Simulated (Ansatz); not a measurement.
Ansatz (a program for electronic structure) input (SVWN5/def2-TZVP):

Ansatz 0.2 input:
```yaml
crystal:
  periodic: [false, false, false]
  atoms:
    - {symbol: F, position_ang: [-0.00000000, -0.00000000, -1.07291806]}
    - {symbol: Cl, position_ang: [0.00000000, 0.00000000, 0.56801544]}
basis:
  gaussian:
    orbitals: def2-TZVP
hamiltonian:
  xc: {name: SVWN5}
relax: {f_tol: 0.003, max_steps: 100}
```

End of the output:

```
reference -15181.43352637 eV, -557.9073917488 hartree; 13, 13 occupied and 55, 55 virtual orbitals, 412 factors
relax step   1: F+E_penalty+E_count = -15181.43350849 eV  Δ(F+E_penalty+E_count) = +0.000e0 eV  max|allowed force component| = 4.803e-1 eV/Å  Δτ_max = 0.0000 Å  (24 SCF iters, accepted)
these checks for a lower state are left out or cut short: starts, cluster_reference, orbital_swaps, neighbouring_geometries, increment
integrals: 0.01 GiB planned
412 factors; their error is unknown
mean field: 0.11 GiB planned
mean field -15181.43601799 eV, -557.9074833142 hartree, gradient 2.1e-5 eV, S^2 0.000000; 0 other end points of the search recorded, 0 dependent functions left out
the calculation of the forces begins
reference -15181.43603590 eV, -557.9074839724 hartree; 13, 13 occupied and 55, 55 virtual orbitals, 412 factors
relax step   2: F+E_penalty+E_count = -15181.43601799 eV  Δ(F+E_penalty+E_count) = -2.510e-3 eV  max|allowed force component| = 3.069e-1 eV/Å  Δτ_max = 0.0032 Å  (28 SCF iters, accepted)
these checks for a lower state are left out or cut short: starts, cluster_reference, orbital_swaps, neighbouring_geometries, increment
integrals: 0.01 GiB planned
412 factors; their error is unknown
mean field: 0.11 GiB planned
mean field evaluation 32: about -15181.4377 eV, gradient 2.0e-5 eV
mean field -15181.43768242 eV, -557.9075444810 hartree, gradient 2.0e-5 eV, S^2 0.000000; 0 other end points of the search recorded, 0 dependent functions left out
the calculation of the forces begins
reference -15181.43770038 eV, -557.9075451408 hartree; 13, 13 occupied and 55, 55 virtual orbitals, 412 factors
relax step   3: F+E_penalty+E_count = -15181.43768242 eV  Δ(F+E_penalty+E_count) = -1.664e-3 eV  max|allowed force component| = 1.133e-2 eV/Å  Δτ_max = 0.0056 Å  (27 SCF iters, accepted)
these checks for a lower state are left out or cut short: starts, cluster_reference, orbital_swaps, neighbouring_geometries, increment
integrals: 0.01 GiB planned
412 factors; their error is unknown
mean field: 0.11 GiB planned
mean field -15181.43768387 eV, -557.9075445341 hartree, gradient 5.0e-5 eV, S^2 0.000000; 0 other end points of the search recorded, 0 dependent functions left out
the calculation of the forces begins
reference -15181.43770182 eV, -557.9075451939 hartree; 13, 13 occupied and 55, 55 virtual orbitals, 412 factors
relax step   4: F+E_penalty+E_count = -15181.43768387 eV  Δ(F+E_penalty+E_count) = -1.447e-6 eV  max|allowed force component| = 6.578e-3 eV/Å  Δτ_max = 0.0003 Å  (17 SCF iters, accepted)
these checks for a lower state are left out or cut short: starts, cluster_reference, orbital_swaps, neighbouring_geometries, increment
integrals: 0.01 GiB planned
412 factors; their error is unknown
mean field: 0.11 GiB planned
mean field -15181.43768461 eV, -557.9075445612 hartree, gradient 9.2e-6 eV, S^2 0.000000; 0 other end points of the search recorded, 0 dependent functions left out
the calculation of the forces begins
reference -15181.43770256 eV, -557.9075452210 hartree; 13, 13 occupied and 55, 55 virtual orbitals, 412 factors
relax step   5: F+E_penalty+E_count = -15181.43768461 eV  Δ(F+E_penalty+E_count) = -7.374e-7 eV  max|allowed force component| = 2.032e-7 eV/Å  Δτ_max = 0.0001 Å  (17 SCF iters, accepted)
integrals: 0.01 GiB planned
412 factors; their error is unknown
mean field: 0.11 GiB planned
mean field -15181.43768461 eV, -557.9075445612 hartree, gradient 1.9e-5 eV, S^2 0.000000; 1 other end points of the search recorded, 0 dependent functions left out
the calculation of the forces begins
reference -15181.43770256 eV, -557.9075452210 hartree; 13, 13 occupied and 55, 55 virtual orbitals, 412 factors
Total energy: -15181.43770256 eV, -557.9075452210 hartree
Atom 0 at     0.000000    -0.000000    -1.064355 Å, force    -0.000000     0.000000     0.000000 eV/Å
Atom 1 at    -0.000000     0.000000     0.559452 Å, force     0.000000    -0.000000    -0.000000 eV/Å
Dipole moment:     0.000000     0.000000     0.181195 e Å
```
